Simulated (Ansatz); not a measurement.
Relaxation of BClH6Si (9 atoms, charge 0, multiplicity 1), to a largest force component of 0.03 eV/Å in at most 50 steps.

These are results of Ansatz, RKS PBE0-D4/def2-SVP, not measurements.

```xyz
9
Properties=species:S:1:pos:R:3
B -0.029 0.370 0.192
Cl 0.005 1.290 1.761
H 1.020 0.198 -0.370
H -1.104 0.184 -0.315
Si 0.122 -2.671 0.978
H -0.685 -3.127 -0.188
H 1.562 -3.001 0.785
H -0.396 -3.254 2.248
H 0.000 -1.198 1.081
```

Task: Where does it end, and by what steps?

Result: The forces met the threshold. The force dipped under the threshold on the way, but the program's further checks kept it going. After 15 steps the energy has fallen by 0.084 eV; Cl2 moved furthest, 0.65 Å.

```csv
step,energy less start (eV),largest force component (eV/Å),accepted
0,0.0000,1.066,yes
1,-0.0276,0.806,yes
2,-0.0406,0.611,yes
3,-0.0476,0.588,yes
4,-0.0546,0.447,yes
5,-0.0651,0.280,yes
6,-0.0733,0.110,yes
7,-0.0728,0.284,no
8,-0.0761,0.095,yes
9,-0.0767,0.194,yes
10,-0.0807,0.051,yes
11,-0.0825,0.021,yes
12,-0.0831,0.046,yes
13,-0.0835,0.060,yes
14,-0.0838,0.031,yes
15,-0.0840,0.018,yes
```

```xyz
9
Properties=species:S:1:pos:R:3
B -0.061 0.474 0.148
Cl 0.387 1.636 1.368
H 0.820 -0.102 -0.439
H -1.226 0.350 -0.127
Si 0.120 -2.723 1.040
H -0.416 -2.954 -0.333
H 1.611 -2.755 1.021
H -0.406 -3.759 1.976
H -0.333 -1.375 1.518
```

Whether the end is a true minimum wasn't checked by a vibrational analysis.

The run took 47 s on 1 thread of Arm Neoverse V2, on a shared host, peak memory 0.14 GiB.
